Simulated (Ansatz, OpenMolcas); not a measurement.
**OpenMolcas → Ansatz**

This OpenMolcas 26.06 job computes CF2 (SMILES F[C]F):

calc.inp:
```
&GATEWAY
  BasLib = $CurrDir
  Coord
  3
  bohr
  F      0.59773927     1.83569885     0.53214688
  C      0.72251789    -0.60191557     0.33098553
  F     -1.32023826    -1.23378329    -0.86313241
  Basis = def2-TZVPP
  Group = NoSym

&SEWARD

&SCF
  Thresholds = 1e-10 1e-07 1e-07 1e-05
  PrOrbitals = 1 2

&ALASKA
```

```bash
$ export MOLCAS_MEM=1860
$ pymolcas calc.inp > calc.log
```

(Basis files named in the input come from the Basis Set Exchange and aren't shown.)

The shape is that of a PBE0-D4/def2-TZVP optimisation.

It gives a total energy of -236.768468 Eh.

Problem. How is this level of theory, on these atoms, set up in Ansatz 0.2.0 as an input file of the program's own, asking for the energy?

Solution. This input was run:

in.yaml:
```yaml
crystal:
  periodic: [false, false, false]
  atoms:
    - {symbol: F, position_ang: [0.316310, 0.971410, 0.281600]}
    - {symbol: C, position_ang: [0.382340, -0.318520, 0.175150]}
    - {symbol: F, position_ang: [-0.698640, -0.652890, -0.456750]}
basis:
  gaussian:
    orbitals: def2-TZVPP
hamiltonian:
  xc: hf
accuracy: high
output: {orbitals: {seedname: orbitals}}
```

```bash
$ ansatz run in.yaml --threads 1 --pin off --max-ram 3480MiB --events-out events.jsonl --progress --plain --runs-dir runs
```

Its energy is -236.768468 Eh, 0.000 mEh from the first.
